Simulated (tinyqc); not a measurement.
Worked calculation: Hueckel theory of the pi electrons, for the molecule C1=CC=C1 (SMILES; centres numbered as the heavy atoms are written). Computed by tinyqc, a small Python program that keeps every step. Settings: charge = 0. Command: `OMP_NUM_THREADS=1 python tinyqc.py 29162 29163 out.jsonl` (the two numbers bound the seeds that draw the settings). One thread of a shared host (Intel(R) Xeon(R) Processor @ 2.60GHz), about 0.01 s of CPU time with the checks.

## The Hueckel matrix

Centres:
```
centre  z_r, pi electrons of the neutral centre         h
1C                                            1  0.000000
2C                                            1  0.000000
3C                                            1  0.000000
4C                                            1  0.000000
```

Bonds:
```
i  j  k
1  2  1
2  3  1
3  4  1
4  1  1
```

H_rr = alpha + h_r beta, H_rs = k_rs beta for bonded centres.

Hueckel matrix in units of beta (H = alpha + beta A):
```
          1C        2C        3C        4C
1C  0.000000  1.000000  0.000000  1.000000
2C  1.000000  0.000000  1.000000  0.000000
3C  0.000000  1.000000  0.000000  1.000000
4C  1.000000  0.000000  1.000000  0.000000
```

## Orbitals

pi electrons, sum of z_r less the charge = 4

Diagonalise; E = alpha + x beta with beta < 0, so the largest x are filled first; degenerate levels share their electrons. P = sum n_i c_ri c_si; each orbital has its largest coefficient positive (the first on a tie).

x values: 2.000000  0.000000  0.000000  -2.000000

occupations: 2.000000  1.000000  1.000000  0.000000

coefficients:
```
         MO1        MO2        MO3        MO4
1C  0.500000   0.705067   0.053675   0.500000
2C  0.500000  -0.053675   0.705067  -0.500000
3C  0.500000  -0.705067  -0.053675   0.500000
4C  0.500000   0.053675  -0.705067  -0.500000
```

charge and bond-order matrix P:
```
          1C        2C        3C        4C
1C  1.000000  0.500000  0.000000  0.500000
2C  0.500000  1.000000  0.500000  0.000000
3C  0.000000  0.500000  1.000000  0.500000
4C  0.500000  0.000000  0.500000  1.000000
```

Within a degenerate level the vectors are fixed only up to a rotation; this is one choice.

## Energy, charges, bond orders

E = sum n x; q_r = z_r - P_rr; bond order p = P_rs; free valence = sqrt(3) - sum of p over the bonds of the atom.

pi energy = 4 alpha + this times beta = 4.000000

pi charges: 1C 0.000000, 2C 0.000000, 3C 0.000000, 4C 0.000000

Bond orders and lengths from R = 1.517 - 0.180 p (angstrom, C-C alone):
```
bond         p         R
1-2   0.500000  1.427000
2-3   0.500000  1.427000
3-4   0.500000  1.427000
4-1   0.500000  1.427000
```

free valence of the carbons: 1C 0.732051, 2C 0.732051, 3C 0.732051, 4C 0.732051

gap between the highest filled and the next level = 2.000000 |beta|
